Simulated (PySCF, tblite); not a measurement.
# C₂H₆NO+, a complex of two parts: NMR shifts, interaction energy, spin-spin couplings and electronic excitations, part 3 of 3

tblite 0.8.0 and PySCF 2.14.0. Atoms count from 0, parts from 1.

## 8. Excited states and response: CAM-B3LYP/def2-SVPD

The job: settings as JSON, then the geometry in Å.

```
{"job": {"kind": "uv", "xc": "CAM-B3LYP", "basis": "def2-SVPD", "nstates": 6, "ntriplets": 2}, "charge": 1, "multiplicity": 1, "parts": [{"atoms": "0-6", "charge": 1, "multiplicity": 1}, {"atoms": "7-9", "charge": 0, "multiplicity": 1}]}
C     -1.053196     0.230130     0.175101
C      0.208985    -0.388744    -0.121596
N      1.215524    -0.883966    -0.359192
H     -0.972531     1.316082     0.018077
H     -1.826022    -0.183333    -0.489952
H     -1.320485     0.026625     1.222786
H      2.204394    -1.363986    -0.584633
O      3.416680    -1.954478    -0.856262
H      4.181875    -1.947492    -0.270396
H      3.642656    -2.413996    -1.672734
```

Method: TDDFT CAM-B3LYP/def2-SVPD, vertical, gas phase, core orbitals frozen in the response.

Output:

```text
coarse grid: 8040 points
cycle   1  E = -209.1920126529  dE =  6.067e-01  |g| = 5.488e-01  |ddm| = 4.611e+00
cycle   2  E = -209.1621794920  dE =  2.983e-02  |g| = 6.962e-01  |ddm| = 1.126e+00
cycle   3  E = -209.2517651870  dE = -8.959e-02  |g| = 1.008e-01  |ddm| = 6.857e-01
cycle   4  E = -209.2533103317  dE = -1.545e-03  |g| = 5.578e-02  |ddm| = 1.592e-01
cycle   5  E = -209.2539036198  dE = -5.933e-04  |g| = 5.942e-03  |ddm| = 5.539e-02
cycle   6  E = -209.2539114177  dE = -7.798e-06  |g| = 1.621e-03  |ddm| = 1.387e-02
final grid: 76848 points
cycle   7  E = -209.2931196043  dE = -2.218e-05  |g| = 3.063e-03  |ddm| = 6.480e-02
cycle   8  E = -209.2931189153  dE =  6.890e-07  |g| = 3.768e-03  |ddm| = 8.224e-03
cycle   9  E = -209.2931216957  dE = -2.780e-06  |g| = 7.850e-04  |ddm| = 3.709e-03
cycle  10  E = -209.2931218179  dE = -1.223e-07  |g| = 1.907e-04  |ddm| = 1.195e-03
cycle  11  E = -209.2931218242  dE = -6.277e-09  |g| = 8.424e-05  |ddm| = 2.606e-04
cycle  12  E = -209.2931218257  dE = -1.460e-09  |g| = 7.440e-06  |ddm| = 1.024e-04
cycle  13  E = -209.2931218257  dE = -1.842e-11  |g| = 3.179e-06  |ddm| = 1.502e-05
converged SCF energy = -209.2931218257

Static polarisability (au): isotropic 36.570, principal 26.912 28.078 54.719

Singlet excitations
state   eV       nm        f      main configurations
  1   7.9672    155.6   0.00003   H-2->L 0.48, H-1->L+1 0.35, H->L 0.10
  2   8.2868    149.6   0.00220   H-1->L 0.47, H-2->L+1 0.39, H->L+1 0.08
  3   8.2905    149.5   0.00218   H-1->L+1 0.58, H-2->L 0.29
  4   9.3154    133.1   0.03908   H->L+2 0.77, H->L+3 0.17
  5   9.6933    127.9   0.00007   H->L 0.82, H-2->L 0.17
  6   9.8224    126.2   0.05362   H->L+1 0.89, H-2->L+1 0.09

Triplet excitations (Tamm-Dancoff, eV): 6.6622 7.2360

== part 1 alone, relaxed ==
coarse grid: 5720 points
cycle   1  E = -132.8475100941  dE =  6.635e-01  |g| = 3.073e-01  |ddm| = 4.548e+00
cycle   2  E = -132.8501833415  dE = -2.673e-03  |g| = 3.443e-01  |ddm| = 7.936e-01
cycle   3  E = -132.8735652405  dE = -2.338e-02  |g| = 9.649e-02  |ddm| = 4.207e-01
cycle   4  E = -132.8754122521  dE = -1.847e-03  |g| = 2.095e-02  |ddm| = 1.557e-01
cycle   5  E = -132.8755124697  dE = -1.002e-04  |g| = 2.962e-03  |ddm| = 3.920e-02
cycle   6  E = -132.8755143317  dE = -1.862e-06  |g| = 1.015e-03  |ddm| = 6.195e-03
final grid: 54896 points
cycle   7  E = -132.8977415477  dE = -1.354e-05  |g| = 2.738e-03  |ddm| = 4.717e-02
cycle   8  E = -132.8977421178  dE = -5.700e-07  |g| = 2.343e-03  |ddm| = 9.343e-03
cycle   9  E = -132.8977433813  dE = -1.263e-06  |g| = 5.858e-04  |ddm| = 3.422e-03
cycle  10  E = -132.8977434483  dE = -6.708e-08  |g| = 1.236e-04  |ddm| = 6.556e-04
cycle  11  E = -132.8977434512  dE = -2.897e-09  |g| = 2.689e-05  |ddm| = 1.882e-04
cycle  12  E = -132.8977434514  dE = -1.910e-10  |g| = 2.432e-06  |ddm| = 5.571e-05
converged SCF energy = -132.8977434514

Static polarisability (au): isotropic 25.992, principal 19.819 19.819 38.339

Singlet excitations
state   eV       nm        f      main configurations
  1   8.0193    154.6   0.00000   H->L 0.37, H-1->L+1 0.37, H->L+1 0.08
  2   8.3174    149.1   0.00296   H-1->L+1 0.29, H->L 0.29, H->L+1 0.17
  3   8.3174    149.1   0.00295   H-1->L 0.29, H->L+1 0.29, H-1->L+1 0.17
  4  10.6264    116.7   0.00000   H-2->L 0.26, H-3->L+1 0.26, H-2->L+1 0.19
  5  10.8367    114.4   0.89964   H->L+1 0.34, H-1->L 0.33
  6  10.8802    114.0   0.00729   H-3->L 0.38, H-2->L+1 0.38

Triplet excitations (Tamm-Dancoff, eV): 6.7642 7.3236

== part 2 alone, relaxed ==
coarse grid: 2328 points
cycle   1  E = -76.2692704967  dE = -5.092e-02  |g| = 5.877e-01  |ddm| = 1.358e+00
cycle   2  E = -76.2300553706  dE =  3.922e-02  |g| = 7.635e-01  |ddm| = 7.557e-01
cycle   3  E = -76.3359703717  dE = -1.059e-01  |g| = 2.723e-02  |ddm| = 4.088e-01
cycle   4  E = -76.3361011959  dE = -1.308e-04  |g| = 3.153e-03  |ddm| = 1.904e-02
cycle   5  E = -76.3361036547  dE = -2.459e-06  |g| = 6.737e-04  |ddm| = 4.565e-03
final grid: 21952 points
cycle   6  E = -76.3523686823  dE = -7.335e-06  |g| = 6.598e-04  |ddm| = 7.353e-03
cycle   7  E = -76.3523687887  dE = -1.064e-07  |g| = 4.550e-04  |ddm| = 7.136e-04
cycle   8  E = -76.3523688213  dE = -3.261e-08  |g| = 2.002e-04  |ddm| = 3.693e-04
cycle   9  E = -76.3523688299  dE = -8.600e-09  |g| = 1.205e-05  |ddm| = 1.220e-04
cycle  10  E = -76.3523688300  dE = -8.936e-11  |g| = 2.359e-06  |ddm| = 1.880e-05
converged SCF energy = -76.3523688300

Static polarisability (au): isotropic 9.514, principal 9.080 9.445 10.018

Singlet excitations
state   eV       nm        f      main configurations
  1   7.5296    164.7   0.05284   H->L 0.99
  2   9.3566    132.5   0.00000   H->L+1 0.95
  3   9.6160    128.9   0.09704   H-1->L 0.96
  4  10.8307    114.5   0.00524   H->L+3 0.98
  5  11.2769    109.9   0.00127   H->L+2 0.90
  6  11.4798    108.0   0.01323   H-1->L+1 0.97

Triplet excitations (Tamm-Dancoff, eV): 7.0536 9.0547
```

Wall time 9.1 s (1 thread of Intel Xeon 6975P-C, shared host); peak memory 0.6 GiB.

The orbitals next to the gap, with their largest atomic shares:

```tsv
orbital	eV	atoms
HOMO−3	-18.85	O7 58 %, N2 16 %, H6 10 %
HOMO−2	-17.42	N2 35 %, C1 20 %, C0 19 %
HOMO−1	-17.37	N2 39 %, C1 22 %, C0 20 %
HOMO	-16.76	O7 80 %, H8 5 %, H9 5 %
LUMO	-4.26	C1 38 %, N2 36 %, C0 12 %
LUMO+1	-4.21	C1 38 %, N2 36 %, C0 12 %
LUMO+2	-3.33	O7 40 %, C1 15 %, H8 13 %
```

With each of the 6 states as a Gaussian band of 0.4 eV half-width at 1/e, the curve within the window shown has maxima at 149 nm (ε 180), 127 nm (ε 2,600) L/(mol cm). Beyond the last state computed it falls off for lack of states. The curve at chosen wavelengths:

(nm, ε (L/mol/cm)): (122, 1265), (124, 2049), (126, 2528), (127, 2603), (129, 2522), (131, 2288), (133, 1941), (135, 1469), (136, 1208), (138, 727), (140, 387), (142, 212), (144, 159), (145, 157), (147, 172), (149, 180), (151, 167), (153, 136), (154, 116), (156, 78), (158, 47), (160, 25), (162, 12), (163, 8), (165, 4), (167, 1)

Ground-state properties from the same run:

```tsv
property	computed
polarisability (Å³)	5.42
HOMO–LUMO gap (eV)	12.50
−ε(HOMO) (eV)	16.76
```

Against the parts alone, each relaxed by itself:

```tsv
part	S1 alone (eV)	f	α alone (Å³)
1	8.02	0.000	3.85
2	7.53	0.053	1.41
```

## 9. Side by side

Energies in kcal/mol, with wall time:

```tsv
run	counterpoise	BSSE	electrostatic	Pauli	orbital	dispersion	time
wB97M-D3(BJ)/def2-TZVPD	-29.81	0.15	-32.30	37.18	-33.90	-0.95	27 s
PBE0-D3(BJ)/def2-TZVPD	-31.38	0.17	-32.18	35.73	-34.54	-0.55	15 s
```

## 10. What came out

This closing draws on all 3 parts.

```
                                                                 quantity                                                                                 value
                                                binding energy (GFN2-xTB)                          -22.25 kcal/mol (rough: tight binding is poor for bare ions)
                                                              point group                                                                                    C1
                                     rotational constants (main isotopes)                                                                112.10, 2.08, 2.07 GHz
shieldings of C, H, N (PBE0/pcSseg-2, a mean where the table joins atoms)  C1 64.9, C0 185.3, H6 14.4, H9 27.6, H8 27.7, H3 28.5, H4 28.5, N2 73.0 ppm and more
                                          largest proton shift on binding                                                                        H6, +10.75 ppm
               interaction energy, counterpoise (wB97M-D3(BJ)/def2-TZVPD)                                                                       -29.81 kcal/mol
                                                      superposition error                                                                         0.15 kcal/mol
                                        binding energy (with deformation)                                                                       -24.21 kcal/mol
                              largest coupling of the table (B3LYP/pcJ-1)                                                          $^{1}J$(C,H) C0–H3, 150.9 Hz
                                     lowest singlet (CAM-B3LYP/def2-SVPD)                                                           7.97 eV (156 nm), f = 0.000
                                 brightest single state of those computed                                                           state 6, 9.82 eV, f = 0.054
                                                           lowest triplet                                                                               6.66 eV
              range of the interaction energy over the runs of this table                                                             -31.38 to -29.81 kcal/mol
```

What this shows: In the structure that the search hands on, at its xTB geometry, the leading contact, judged by the atoms' radii, is H6···O7 (hydrogen bond, 1.42 Å). A later relaxation moves these distances. The start of the PBE0/def2-SVPD relaxation was shaken at random by about 0.01 Å, so part of the energy gained, and of the first lengths quoted, undoes that. The optimisation took 12 steps and gained 0.156 eV; among the close pairs (by a distance rule), C0–C1 changed most, from 1.368 to 1.437 Å. No frequency check was run at this level, so the end point may be a saddle. Hydrogens of an XH3 group are listed apart at this fixed geometry; free rotation makes them one line at their mean. At PBE0/pcSseg-2: The largest span, 368 ppm, is at N2, where the paramagnetic term is -267 ppm. On binding (GIAO PBE0/pcSseg-2 NMR shielding, non-relativistic, gas phase), H6 moves most among the protons, 10.75 ppm downfield. Of the attraction, orbital 50 %, electrostatic 48 %, dispersion 1 %; Pauli repulsion takes back 37.18 kcal/mol. Of the pairs tabulated at B3LYP/pcJ-1, C0–H3 couples most strongly (150.9 Hz; Fermi contact 149.3 Hz). The lowest singlet, at 7.97 eV, is HOMO−2→LUMO 0.48, HOMO−1→LUMO+1 0.35 and is dark; of the 6 states computed, the strongest absorption comes from state 6 at 9.82 eV (the last computed, so partners may be missing). The lowest triplet lies 1.30 eV below the lowest singlet (triplets in Tamm-Dancoff, singlets in full TDDFT). The interaction energy runs from -31.38 (PBE0-D3(BJ)/def2-TZVPD) to -29.81 kcal/mol (wB97M-D3(BJ)/def2-TZVPD).
